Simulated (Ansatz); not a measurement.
**SiHS (doublet): from Hartree-Fock to the top rungs, def2-QZVPP**

An exercise on one series of results from a longer session: the logs are not shown, and one member is left open.

Program: Ansatz 0.2.0, Gaussian basis. Level of theory: def2-QZVPP, core rule «outside noble gas», up to 10 orbitals frozen. These are calculated values, not measurements.

The runs, in order: UHF; ROHF; CCSD(T) on UHF.

## The system

The geometry is a PBE0/def2-TZVP stationary point (not a proven minimum) of the parent state, kept for this charge and spin.

3 atoms, charge 0, spin multiplicity 2.

Atoms are counted from 1 here; the program's logs count them from 0.

Bond lengths: Si1–S2 2.172 Å, Si1–H3 1.496 Å. Angles: S2–Si1–H3 117.1°.

Set-up of the first run:

Input file in.yaml:

```yaml
crystal:
  periodic: [false, false, false]
  atoms:
    - {symbol: Si, position_ang: [0.000000, -0.094141, 1.124038]}
    - {symbol: S, position_ang: [0.000000, 0.044996, -1.043902]}
    - {symbol: H, position_ang: [0.000000, 1.191747, 1.888549]}
basis:
  gaussian: {orbitals: "def2-QZVPP.json"}
magnetization: {spin_polarized: true, initial_magnetization: 1}
hamiltonian: {xc: hf}
output: {orbitals: {seedname: orbitals}}
```

Run with:

```bash
ansatz run in.yaml --threads 1 --pin off --events-out ev --progress --plain --max-ram 2393MiB
```

Among the steps run: UHF; ROHF; CCSD(T) on UHF.

One of the session's tables, all rows but one given; the rest of the session is left out.

It belongs to the step «Misses and costs». 

```
  method  from UCCSD(T) (meV)
    ROHF              +9249.7
     UHF              +8982.6
    UMP2              +1507.8
   UCCSD                    ?
UCCSD(T)                    0
```

**Question.** Estimate the row for UCCSD.

As computed: from UCCSD(T) (meV): +545.2. In the column «from UCCSD(T) (meV)» it lies between UCCSD(T) (0) and UMP2 (+1507.8).

To keep in mind: Warnings: spin contamination; coupled cluster took another determinant than the lowest.
